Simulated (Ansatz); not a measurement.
**H$_{2}$Ge–N, H2Ge–As: atomization energies**

Ansatz 0.2.0, basis cc-pVTZ; geometries are PBE0/def2-TZVP minima. Wave-function levels freeze the cores with the filled d shells of p-block atoms; HF, MP2 and coupled cluster are restricted for singlets and unrestricted otherwise, atoms included, restricted open-shell where a d shell is frozen. NEVPT2 and MRCISD+Q stand on CASSCF in the full valence space, and MRCISD+Q is size-consistent only roughly. The reference is CCSDT(Q) (coupled cluster only where its series has nearly closed). An error is the level's value less the reference. None of these values is a measured one. Energies are electronic, without zero-point terms. No spin–orbit coupling and no scalar relativity. The species are chosen: bound, without strong static correlation by their natural occupations or amplitudes, in their lowest spin state as far as vertical gaps and like structures tell, and with a ladder that closes on the reference, so errors are smaller than for species at large; levels whose determinant breaks symmetry or spin markedly are left out.

```json
{"species": "H2Ge–N, doublet", "bonds (Å)": "N–Ge 1.732, Ge–H 1.532, angles at Ge 115/122°", "quantity": "atomization", "symmetry of the states": "B2", "reference": "CCSDT(Q)", "value (kcal/mol)": "193.7", "error CCSD": "-8.4", "error CCSD(T)": "-1.1", "error CCSDT": "-0.8", "error NEVPT2": "-5.1", "error MRCISD+Q": "-1.4"}
{"species": "H2Ge–As, doublet", "bonds (Å)": "Ge–As 2.221, Ge–H 1.537, angles at Ge 111/125°", "quantity": "atomization", "symmetry of the states": "B2", "reference": "CCSDT(Q)", "value (kcal/mol)": "186.8", "error CCSD": "-5.8", "error CCSD(T)": "-0.8", "error CCSDT": "-0.5", "error NEVPT2": "-8.1", "error MRCISD+Q": "-1.7"}
```

The reference falls from N to As, by 6.9 kcal/mol in all.
